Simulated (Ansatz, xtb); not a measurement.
# Redistribution: C3H7F + CH5N → C3H9N + CH3F

Species: C3H7F (2-fluoropropane) `CC(C)F`, singlet; CH5N (methylamine) `CN`, singlet; C3H9N (isopropylamine) `CC(C)N`, singlet; CH3F (fluoromethane) `CF`, singlet. The partners trade F for NH2; both sit on C, so the bond types are kept.

Shapes, held fixed at every level: PBE0-D4/def2-TZVP. Flexible molecules stand in one conformer, not always the lowest. Programs: Ansatz 0.2.0, xtb 6.7.1, xtb 6.7.1 later snapshot. The zero-point and thermal change to 298 K, harmonic and unscaled (PBE0-D4/def2-TZVP), is +0.3 kJ/mol.

```json
{"level": "GFN0-xTB", "kind": "semi-empirical", "ΔH(298 K) (kJ/mol)": "-4.4", "less CCSD(T)/CBS estimate": "-18.1", "CPU time (sum over the molecules)": "0.16 s"}
{"level": "HF/def2-SVP", "kind": "Hartree–Fock", "ΔH(298 K) (kJ/mol)": "+20.2", "less CCSD(T)/CBS estimate": "+6.5", "CPU time (sum over the molecules)": "–"}
{"level": "SPW92/def2-TZVPP", "kind": "LDA", "ΔH(298 K) (kJ/mol)": "+17.7", "less CCSD(T)/CBS estimate": "+4.0", "CPU time (sum over the molecules)": "8.5 s"}
{"level": "PBE-D4/def2-TZVPP", "kind": "GGA", "ΔH(298 K) (kJ/mol)": "+16.9", "less CCSD(T)/CBS estimate": "+3.2", "CPU time (sum over the molecules)": "17 s"}
{"level": "r2SCAN-D4/def2-TZVPP", "kind": "meta-GGA", "ΔH(298 K) (kJ/mol)": "+18.7", "less CCSD(T)/CBS estimate": "+5.0", "CPU time (sum over the molecules)": "30 s"}
{"level": "B3LYP-D4/def2-TZVPP", "kind": "global hybrid", "ΔH(298 K) (kJ/mol)": "+16.3", "less CCSD(T)/CBS estimate": "+2.6", "CPU time (sum over the molecules)": "26 s"}
{"level": "BHLYP-D4/def2-TZVPP", "kind": "global hybrid", "ΔH(298 K) (kJ/mol)": "+16.6", "less CCSD(T)/CBS estimate": "+2.9", "CPU time (sum over the molecules)": "17 s"}
{"level": "CCSD(T)/def2-SVP", "kind": "coupled cluster or CI", "ΔH(298 K) (kJ/mol)": "+13.6", "less CCSD(T)/CBS estimate": "-0.1", "CPU time (sum over the molecules)": "21 s"}
{"level": "CCSD(T)/CBS estimate", "kind": "coupled cluster or CI", "ΔH(298 K) (kJ/mol)": "+13.7", "less CCSD(T)/CBS estimate": "0.0", "CPU time (sum over the molecules)": "12 min"}
```

The highest level, CCSD(T)/CBS estimate, gives ΔH(298 K) = +13.7 kJ/mol; the levels span -4.4 to +20.2. They disagree on the sign: 8 of 9 are positive. The column of differences is taken from that level and isn't an error. No measured value is set beside it here. The CBS estimate extrapolates MP2 from def2-TZVPP and def2-QZVPP and adds CCSD(T) − MP2 in the triple-zeta set, cores frozen. Times are processor times on shared x86 and Arm servers, and rough.
